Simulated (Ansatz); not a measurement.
## Ansatz (development build ahead of 0.2.0) run

```yaml
crystal:
  periodic: [false, false, false]
  atoms:
    - { symbol: B, position_ang: [0.0, 0.0, 0.88087] }
    - { symbol: B, position_ang: [0.0, 0.0, -0.88087] }
    - { symbol: H, position_ang: [0.99336, 0.0, 0.0] }
    - { symbol: H, position_ang: [-0.99336, 0.0, 0.0] }
    - { symbol: H, position_ang: [0.0, 1.05152, 1.4667] }
    - { symbol: H, position_ang: [0.0, -1.05152, 1.4667] }
    - { symbol: H, position_ang: [0.0, 1.05152, -1.4667] }
    - { symbol: H, position_ang: [0.0, -1.05152, -1.4667] }
basis:
  gaussian: { orbitals: def2-TZVP }
hamiltonian:
  xc: hf
correlation:
  method: mp2
  frozen_orbitals: { B: 1, H: 0 }
```

The input is written out in the form of the current development build from the run's settings.

Results

```yaml
Converged: yes
Reference_energy: -52.83414 hartree
Correlation_energy: -0.24767 hartree
Total_energy: -53.08181 hartree
Spin_squared_of_the_determinant: 0.000
```
